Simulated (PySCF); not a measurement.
Species: C₄H₁₀NP.
SMILES with atom numbers: `[CH2:1]=[CH:2][P:3]([CH3:4])([CH3:5])=[NH:6]` (hydrogens: H7, H8 on C1; H9 on C2; H10, H11, H12 on C4; H13, H14, H15 on C5; H16 on N6)

A GFN2-xTB structure was refined with PySCF, PBE0-D3(BJ)/def2-SVP geometry optimisation, gas phase. Its GFN2-xTB values:

```csv
coordinate,GFN2-xTB
C1=C2,1.322 Å
C1–H7,1.079 Å
C1–H8,1.078 Å
C2–P3,1.824 Å
C2–H9,1.086 Å
P3–C4,1.816 Å
P3–C5,1.850 Å
P3=N6,1.560 Å
C4–H10,1.088 Å
N6–H16,1.010 Å
C1–C2–P3,126.7°
C2–P3–C4,104.2°
C2–P3–N6,116.8°
C4–P3–C5,104.3°
C4–P3–N6,106.1°
C5–P3–N6,119.1°
C1–C2–P3–C4,129°
```

How do these coordinates change at the PBE0-D3(BJ)/def2-SVP level?

```csv
coordinate,PBE0-D3(BJ)/def2-SVP (Å or °),change
P3–C5,1.832,-0.018
C1–H8,1.094,+0.016
C1–H7,1.095,+0.016
P3=N6,1.573,+0.013
C1=C2,1.335,+0.013
C2–H9,1.098,+0.012
C4–H10,1.099,+0.011
N6–H16,1.019,+0.009
P3–C4,1.808,-0.008
C2–P3,1.822,-0.002
C4–P3–N6,107.3,+1.2
C2–P3–N6,116.4,-0.4
C4–P3–C5,104.7,+0.4
C5–P3–N6,118.7,-0.4
C2–P3–C4,104.3,+0.1
C1–C2–P3,126.9,+0.2
C1–C2–P3–C4,123,-6
```

The energy falls by 4.7 kJ/mol over 4 energy and gradient evaluations, the largest force component goes from 0.0136 to 3.2e-04 Eh/bohr, and the atoms move by 0.045 Å rms after alignment. The bond that changes most is P3–C5 (ends: phosphorus bonded to 3 C and N; sp3 carbon bound to phosphorus), which shortens by 0.018 Å. Bonds longer at the end by more than 0.005 Å: 12 of 15; shorter: 2. Rotational constants go from 3658, 2206, 2103 to 3661, 2196, 2114 MHz.

The run used 138 basis functions and 28 SCF cycles in all.

Not checked by PBE0-D3(BJ)/def2-SVP frequencies. One conformer, not necessarily the lowest.

The values belong to the conformer `[CH2:1]=[CH:2][P:3]([CH3:4])([CH3:5])=[NH:6]`: C1–C2–P3–C4 123°.
